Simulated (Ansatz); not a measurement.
Ansatz (an electronic-structure program) input (B3LYP-D3(BJ)/def2-TZVP):

Ansatz 0.2 input:
```yaml
crystal:
  periodic: [false, false, false]
  atoms:
    - {symbol: C, position_ang: [0.02561324, -0.03921125, -0.74843212]}
    - {symbol: S, position_ang: [-0.01029779, 0.00260714, 0.73457937]}
basis:
  gaussian:
    orbitals: def2-TZVP
hamiltonian:
  xc: b3lyp
  dispersion: d3bj
total_charge: 1
magnetization: {spin_polarized: true, initial_magnetization: 1}
relax: {f_tol: 0.002, max_steps: 150}
```

Output:

```
Functional definition: B3LYP
integrals: 0.01 GiB planned
451 factors; their error is unknown
mean field: 0.17 GiB planned
mean field evaluation 1: about -11854.7502 eV, gradient 3.2e1 eV
mean field evaluation 2: about -11840.2355 eV, gradient 5.5e1 eV
mean field evaluation 4: about -11859.6855 eV, gradient 2.3e0 eV
mean field evaluation 8: about -11859.7292 eV, gradient 4.8e-2 eV
mean field evaluation 16: about -11859.7520 eV, gradient 2.9e-5 eV
mean field -11859.75199383 eV, -435.8378469447 hartree, gradient 2.9e-5 eV, S^2 0.785518; 0 other end points of the search recorded, 0 dependent functions left out
the calculation of the forces begins
reference -11859.75216233 eV, -435.8378531369 hartree; 11, 10 occupied and 57, 58 virtual orbitals, 451 factors
relax step   1: F+E_penalty+E_count = -11859.80245216 eV  Δ(F+E_penalty+E_count) = +0.000e0 eV  max|allowed force component| = 1.336e-1 eV/Å  Δτ_max = 0.0000 Å  (32 SCF iters, accepted)
these checks for a lower state are left out or cut short: starts, cluster_reference, orbital_swaps, neighbouring_geometries, increment
integrals: 0.01 GiB planned
451 factors; their error is unknown
mean field: 0.17 GiB planned
mean field -11859.75210108 eV, -435.8378508861 hartree, gradient 6.3e-5 eV, S^2 0.785714; 0 other end points of the search recorded, 0 dependent functions left out
the calculation of the forces begins
reference -11859.75226962 eV, -435.8378570797 hartree; 11, 10 occupied and 57, 58 virtual orbitals, 451 factors
relax step   2: F+E_penalty+E_count = -11859.80255888 eV  Δ(F+E_penalty+E_count) = -1.067e-4 eV  max|allowed force component| = 6.293e-2 eV/Å  Δτ_max = 0.0005 Å  (27 SCF iters, accepted)
these checks for a lower state are left out or cut short: starts, cluster_reference, orbital_swaps, neighbouring_geometries, increment
integrals: 0.01 GiB planned
451 factors; their error is unknown
mean field: 0.17 GiB planned
mean field -11859.75213222 eV, -435.8378520303 hartree, gradient 5.5e-5 eV, S^2 0.785891; 0 other end points of the search recorded, 0 dependent functions left out
the calculation of the forces begins
reference -11859.75230079 eV, -435.8378582251 hartree; 11, 10 occupied and 57, 58 virtual orbitals, 451 factors
relax step   3: F+E_penalty+E_count = -11859.80258953 eV  Δ(F+E_penalty+E_count) = -3.066e-5 eV  max|allowed force component| = 3.094e-4 eV/Å  Δτ_max = 0.0005 Å  (27 SCF iters, accepted)
integrals: 0.01 GiB planned
451 factors; their error is unknown
mean field: 0.17 GiB planned
mean field evaluation 32: about -11859.6856 eV, gradient 2.3e0 eV
mean field -11859.75213222 eV, -435.8378520303 hartree, gradient 5.5e-5 eV, S^2 0.785891; 1 other end points of the search recorded, 0 dependent functions left out
the calculation of the forces begins
reference -11859.75230079 eV, -435.8378582251 hartree; 11, 10 occupied and 57, 58 virtual orbitals, 451 factors
Total energy: -11859.80275810 eV, -435.8397124972 hartree
Atom 0 at     0.025638    -0.039240    -0.749459 Å, force     0.000007    -0.000009    -0.000309 eV/Å
Atom 1 at    -0.010323     0.002636     0.735606 Å, force    -0.000007     0.000009     0.000309 eV/Å
Dipole moment:     0.002702    -0.003147    -0.111594 e Å
```
